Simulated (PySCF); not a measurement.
## Constants of MgF, step by step

State: ²Σ⁺, doublet, unpaired electrons σ ↑. De refers to Mg + F. ROHF-based CCSD(T) in PySCF 2.14 with Mg cc-pCVDZ, F aug-cc-pVDZ and Mg cc-pCVTZ, F aug-cc-pVTZ (frozen core orbitals: 2; no relativity). Correlation energies are extrapolated as n⁻³ (n = 2, 3), Hartree–Fock as (n+1)·exp(−9√n). CV is the change on freezing 1 orbitals instead, in Mg cc-pCVTZ, F cc-pwCVTZ. SR is the spin-free X2C energy in Mg cc-pCVTZ-DK, F cc-pVTZ-DK less the non-relativistic one in Mg cc-pCVTZ, F cc-pVTZ.

| Level | Re (Å) | ωe (cm⁻¹) | ωexe (cm⁻¹) | αe (cm⁻¹) | De (eV) |
| --- | --- | --- | --- | --- | --- |
| CCSD(T)/DZ | 1.7775 | 697.0 | 4.18 | 0.00473 | 4.396 |
| CCSD(T)/TZ | 1.7618 | 704.9 | 3.96 | 0.00463 | 4.530 |
| HF/CBS | 1.7414 | 741.3 | 4.15 | 0.00461 | 3.599 |
| MP2/CBS | 1.7636 | 701.8 | 3.89 | 0.00458 | 5.025 |
| CCSD/CBS | 1.7541 | 717.0 | 3.95 | 0.00459 | 4.459 |
| CCSD(T)/CBS | 1.7587 | 708.5 | 3.95 | 0.00461 | 4.583 |
| CCSD(T)/CBS+CV | 1.7582 | 708.9 | 3.96 | 0.00462 | 4.590 |
| CCSD(T)/CBS+CV+SR | 1.7578 | 708.5 | 3.96 | 0.00462 | 4.568 |

Problem. How much is left between CCSD(T)/TZ and the basis-set limit, and how much do the triples give at the limit?

Solution. CCSD(T)/CBS less CCSD(T)/TZ: -3.1 mÅ in Re, +3.6 cm⁻¹ in ωe and +0.053 eV in De. CCSD(T)/CBS less CCSD/CBS: +4.6 mÅ in Re, -8.5 cm⁻¹ in ωe and +0.124 eV in De.

Problem. What do the later terms add?

Solution. CV: -0.5 mÅ in Re, +0.4 cm⁻¹ in ωe and +0.007 eV in De; SR: -0.4 mÅ in Re, -0.4 cm⁻¹ in ωe and -0.022 eV in De, each against the row above.

The T1 diagnostic is 0.014. The state was picked by a PBE0 search and need not be the measured ground state. Spin–orbit coupling, excitations beyond (T) and corrections to the Born–Oppenheimer picture are left out.

The whole job (state search and all basis sets along the bond) took about 37 min on 4 threads of Arm Neoverse V1 (shared host), peak memory 6.3 GiB.
